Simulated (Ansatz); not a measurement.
**CH₇Si₂ radical: small, medium and large basis sets**

The task here is to estimate one member of a computed series from the others.

Method: one geometry, several basis sets; program: Ansatz 0.2.0, Gaussian basis.

Levels to be run: PBE0-D4/def2-SVP; ωB97M-V/def2-SVP; PBE0-D4/def2-QZVPP; ωB97M-V/def2-QZVPP; the functionals' def2-TZVPP values are taken from earlier runs.

**The relaxed structure**

An earlier PBE0-D4 in a triple-zeta def2 set relaxation fixed the geometry.

10 atoms, charge 0, spin multiplicity 2.

Atoms are counted from 1 here; the program's logs count them from 0.

Bond lengths: C1–Si2 1.880 Å, C1–H4 1.094 Å, C1–H5 1.092 Å, C1–H6 1.092 Å, Si2–Si3 2.327 Å, Si2–H7 1.493 Å, Si3–H8 1.489 Å, Si3–H9 1.492 Å, Si3–H10 1.487 Å. Angles: Si2–C1–H4 110.6°, Si2–C1–H5 110.8°, Si2–C1–H6 110.7°, H4–C1–H5 108.2°, H4–C1–H6 108.1°, H5–C1–H6 108.3°, C1–Si2–Si3 115.0°, C1–Si2–H7 110.9°, Si3–Si2–H7 112.3°, Si2–Si3–H8 109.2°, Si2–Si3–H9 113.3°, Si2–Si3–H10 109.5°, H8–Si3–H9 107.7°, H8–Si3–H10 108.7°, H9–Si3–H10 108.2°.

The first run:

in.yaml reads:

```yaml
crystal:
  periodic: [false, false, false]
  atoms:
    - {symbol: C, position_ang: [-1.416056, 0.627999, -0.848497]}
    - {symbol: Si, position_ang: [0.344764, -0.027984, -0.910070]}
    - {symbol: Si, position_ang: [1.168272, -0.829192, 1.113135]}
    - {symbol: H, position_ang: [-1.470730, 1.528196, -0.229088]}
    - {symbol: H, position_ang: [-2.093347, -0.117365, -0.427402]}
    - {symbol: H, position_ang: [-1.767501, 0.884249, -1.850132]}
    - {symbol: H, position_ang: [1.261307, 0.968065, -1.538956]}
    - {symbol: H, position_ang: [0.289117, -1.927558, 1.599915]}
    - {symbol: H, position_ang: [1.227606, 0.211747, 2.180791]}
    - {symbol: H, position_ang: [2.539666, -1.369260, 0.913106]}
basis:
  gaussian: {orbitals: def2-SVP}
magnetization: {spin_polarized: true, initial_magnetization: 1}
hamiltonian: {xc: pbe0, dispersion: d4}
output: {orbitals: {seedname: orbitals}}
```

Started as:

```bash
$ ansatz run in.yaml --threads 4 --pin off --events-out ev --progress --plain --max-ram 10444MiB
```

Among the steps run: PBE0-D4 in def2-SVP; ωB97M-V in def2-SVP; PBE0-D4 in def2-QZVPP; ωB97M-V in def2-QZVPP.

One table of the session follows, with a row left open; its other results are not shown here.

It belongs to the step «Density functionals: the series». 

```
functional       basis  HOMO (eV)  LUMO (eV)
   PBE0-D4    def2-SVP      -5.81      -2.27
   PBE0-D4  def2-TZVPP      -5.82      -2.30
   PBE0-D4  def2-QZVPP      -5.82      -2.32
   ωB97M-V    def2-SVP          ?          ?
   ωB97M-V  def2-TZVPP      -7.52      -0.71
   ωB97M-V  def2-QZVPP      -7.53      -0.76
```

**Question.** Estimate the row for ωB97M-V, def2-SVP.

**Answer.** HOMO (eV): -7.49; LUMO (eV): -0.60. In the column «HOMO (eV)» it lies between ωB97M-V, def2-TZVPP (-7.52) and PBE0-D4, def2-TZVPP (-5.82).
